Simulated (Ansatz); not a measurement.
Reaction (SMILES): FCF → C atom + 2 F atom + 2 H atom
B3LYP-D3(BJ)/def2-TZVP geometries, fixed; electronic energies without zero-point terms.
Largest species:
```
C
F 1 1.3618
F 1 1.3618 2 108.56
H 1 1.0913 2 108.69 3 -118.06
H 1 1.0913 4 113.42 3 -121.01
```

Basis-set convergence of the atomisation energy at MP2 with Ansatz (a first-principles code). Cartesian d functions, on some or all atoms, in 6-31G*, 6-31+G*; all else is spherical. Cores are frozen. Open shells are unrestricted. No added dispersion term, no relativity. Functions are those of the species that has most. Reference: Hartree-Fock in aug-cc-pVQZ plus the correlation part extrapolated as X^-3 from aug-cc-pVTZ and aug-cc-pVQZ, 451.58 kcal/mol, itself unsure by roughly 1.30 kcal/mol (a third of the extrapolation step and of the last Hartree-Fock step). Deviations are taken from unrounded values.

```json
[
 {"basis": "6-31G*", "functions": "49", "atomisation energy (kcal/mol)": "414.17"},
 {"basis": "6-31+G*", "functions": "61", "atomisation energy (kcal/mol)": "414.06"},
 {"basis": "cc-pVDZ", "functions": "52", "atomisation energy (kcal/mol)": "410.15"},
 {"basis": "aug-cc-pVDZ", "functions": "87", "atomisation energy (kcal/mol)": "422.29"},
 {"basis": "def2-SVP", "functions": "52", "atomisation energy (kcal/mol)": "425.46"},
 {"basis": "def2-SVPD", "functions": "82", "atomisation energy (kcal/mol)": "433.17"},
 {"basis": "pcseg-1", "functions": "52", "atomisation energy (kcal/mol)": "419.30"},
 {"basis": "aug-pcseg-1", "functions": "87", "atomisation energy (kcal/mol)": "430.66"},
 {"basis": "6-311G**", "functions": "66", "atomisation energy (kcal/mol)": "418.80"},
 {"basis": "6-311+G**", "functions": "78", "atomisation energy (kcal/mol)": "420.24"},
 {"basis": "def2-TZVP", "functions": "105", "atomisation energy (kcal/mol)": "435.53"},
 {"basis": "def2-TZVPD", "functions": "135", "atomisation energy (kcal/mol)": "436.93"},
 {"basis": "cc-pVTZ", "functions": "118", "atomisation energy (kcal/mol)": "438.63"},
 {"basis": "aug-cc-pVTZ", "functions": "184", "atomisation energy (kcal/mol)": "442.52"},
 {"basis": "pcseg-2", "functions": "118", "atomisation energy (kcal/mol)": "441.63"},
 {"basis": "aug-pcseg-2", "functions": "184", "atomisation energy (kcal/mol)": "443.78"},
 {"basis": "def2-TZVPP", "functions": "121", "atomisation energy (kcal/mol)": "439.62"},
 {"basis": "def2-TZVPPD", "functions": "151", "atomisation energy (kcal/mol)": "440.68"},
 {"basis": "cc-pVQZ", "functions": "225", "atomisation energy (kcal/mol)": "446.06"},
 {"basis": "aug-cc-pVQZ", "functions": "332", "atomisation energy (kcal/mol)": "447.81"},
 {"basis": "def2-QZVPP", "functions": "231", "atomisation energy (kcal/mol)": "446.26"},
 {"basis": "def2-QZVPPD", "functions": "261", "atomisation energy (kcal/mol)": "446.49"},
 {"basis": "pcseg-3", "functions": "246", "atomisation energy (kcal/mol)": "448.34"},
 {"basis": "aug-pcseg-3", "functions": "353", "atomisation energy (kcal/mol)": "449.04"}
]
```

What the diffuse functions change, pair by pair:
- 6-31G* to 6-31+G*: 12 more functions, deviation -37.41 to -37.52 kcal/mol
- cc-pVDZ to aug-cc-pVDZ: 35 more functions, deviation -41.42 to -29.29 kcal/mol
- def2-SVP to def2-SVPD: 30 more functions, deviation -26.11 to -18.41 kcal/mol
- pcseg-1 to aug-pcseg-1: 35 more functions, deviation -32.28 to -20.92 kcal/mol
- 6-311G** to 6-311+G**: 12 more functions, deviation -32.78 to -31.34 kcal/mol
- def2-TZVP to def2-TZVPD: 30 more functions, deviation -16.04 to -14.65 kcal/mol
- cc-pVTZ to aug-cc-pVTZ: 66 more functions, deviation -12.95 to -9.06 kcal/mol
- pcseg-2 to aug-pcseg-2: 66 more functions, deviation -9.95 to -7.80 kcal/mol
- def2-TZVPP to def2-TZVPPD: 30 more functions, deviation -11.96 to -10.90 kcal/mol
- cc-pVQZ to aug-cc-pVQZ: 107 more functions, deviation -5.52 to -3.77 kcal/mol
- def2-QZVPP to def2-QZVPPD: 30 more functions, deviation -5.32 to -5.09 kcal/mol
- pcseg-3 to aug-pcseg-3: 107 more functions, deviation -3.24 to -2.54 kcal/mol

Leaving out the reference's own pair, they bring the value nearer the reference by more than 1.30 kcal/mol in 7 of 11 pairs.
